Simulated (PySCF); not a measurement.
Method: PySCF with PBE-D3(BJ)/def2-TZVP. Gas-phase values, no solvent. One relaxed conformer stands for a flexible species; it need not be the lowest. Excitations are Tamm–Dancoff values on a coarser integration grid. The basis has no diffuse functions, so Rydberg states are missing or too high.

Reference species (SMILES): `C=CC=C` (C–C–C–C torsion 180°) (neutral, multiplicity 1).

```json
{
  "brightest of the four lowest singlets (TDA)": "6.18 eV",
  "S1–T1 gap (TDA)": "3.05 eV",
  "HOMO–LUMO gap": "3.93 eV"
}
```

After one change: the brightest of the four lowest singlets (TDA) falls by 0.13 eV; the S1–T1 gap (TDA) decreases by 0.90 eV; the HOMO–LUMO gap drops by 0.14 eV.

Question: Which change was made? The new species is one of these.
A) `C=CC(=C)O` (C–C–C–O torsion 0°, C–C–O–H torsion 0°)
B) `C=CC(=C)[SeH]` (C–C–C–Se torsion -4°, C–C–Se–H torsion 140°)
C) `C=CC(=C)F` (C–C–C–F torsion 0°)
D) `C=CC(=C)Cl` (C–C–C–Cl torsion 0°)

Answer: D, `C=CC(=C)Cl` (C–C–C–Cl torsion 0°)
